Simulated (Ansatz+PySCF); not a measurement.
# singlet NH3: levels of theory in one basis

| atom | x (Å) | y (Å) | z (Å) |
| --- | --- | --- | --- |
| N | 0.0000 | 0.0000 | 0.1216 |
| H | 1.1698 | 0.0000 | -0.3850 |
| H | -0.4679 | 0.8105 | -0.2837 |
| H | -0.4679 | -0.8105 | -0.2837 |

Basis set: 6-31G (spherical functions). Frozen core: 1 orbital. Charge 0, multiplicity 1.

Computed with Ansatz (development build ahead of 0.2.0) and PySCF 2.14.0; each method stands on the lowest determinant of its kind that the runs found.

| method | E − E(RHF) (eV) | <S²> of the determinant |
| --- | --- | --- |
| RHF | 0.00 | – |
| RHF-MP2 | -3.38 | – |
| RHF-CCSD(T) | -3.84 | – |
| full CI (lowest root of this spin) | -3.85 | – |

Problem. What does RHF-CCSD give on the same scale?

Solution. -3.79 eV.

At such a shape the full CI root can have another spatial symmetry than the determinants, so the rows needn't describe one state.

Caution for RHF-MP2, RHF-CCSD, RHF-CCSD(T): bonds are stretched, where a single reference can fail.
